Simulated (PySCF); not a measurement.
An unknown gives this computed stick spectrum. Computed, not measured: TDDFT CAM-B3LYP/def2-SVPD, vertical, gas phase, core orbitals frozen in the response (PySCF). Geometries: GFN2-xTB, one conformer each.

```csv
state,ν̃ (cm⁻¹),f,"main configurations (H = HOMO, L = LUMO)"
S1,42440,0.0037,H→L (94%)
S2,51620,0.0033,"H→L+1 (59%), H→L+4 (12%), H-2→L (12%)"
S3,51870,0.0004,"H-1→L (66%), H-2→L (12%), H→L+1 (9%)"
S4,55830,0.061,"H-2→L (50%), H-1→L (17%), H→L+1 (12%)"
S5,57990,0.016,"H-1→L+1 (64%), H-1→L+4 (13%)"
S6,59920,0.190,"H→L+2 (48%), H→L+3 (15%), H-1→L+1 (8%)"
S7,61770,0.043,"H-2→L+1 (34%), H-1→L+2 (14%), H-1→L+3 (10%)"
S8,62290,0.038,"H-2→L+1 (54%), H→L+5 (10%)"
```

Question: Which candidate is it? All have the formula C4H7OP.
A. `C#CC[P@@H](C)=O`
B. `CC1=C[P@]1(C)=O`
C. `C=C[PH](=O)C=C`
D. `CC(=O)CP=C`
E. `COCCC#P`

Answer: B. Its S1 lies at 5.26 eV; the nearest of the others has S1 at 6.16 eV. S1 is HOMO→LUMO (94%). Löwdin shares by element: HOMO oxygen 38%, carbon 32% or more, phosphorus 19%; LUMO carbon 75% or more, hydrogen 8% or more (atoms not listed hold the other 17%). At the same level the other candidates give, for their lowest levels:
- `C=PCC(C)=O`: 4.31 eV (f 0.007); 4.61 eV (f 0.005); 5.38 eV (f 0.087); 5.75 eV (f 0.069); 6.31 eV (f 0.010); T1 2.79 eV; HOMO -8.56, LUMO -0.79 eV
- `COCCC#P`: 4.26 eV (f 0.000); 4.63 eV (f 0.001); 4.64 eV (f 0.000); 6.95 eV (f 0.000); 7.12 eV (f 0.025); T1 3.30 eV; HOMO -8.72, LUMO 0.10 eV
- `C=C[PH](=O)C=C`: 6.16 eV (f 0.017); 6.32 eV (f 0.007); 6.95 eV (f 0.003); 7.02 eV (f 0.016); 7.07 eV (f 0.453); T1 4.36 eV; HOMO -9.41, LUMO 0.10 eV
- `C#CC[P@@H](C)=O`: 6.59 eV (f 0.000); 6.79 eV (f 0.024); 6.83 eV (f 0.002); 7.35 eV (f 0.004); 7.52 eV (f 0.009); T1 5.45 eV; HOMO -9.08, LUMO 1.13 eV
Triplets come from the Tamm–Dancoff approximation.
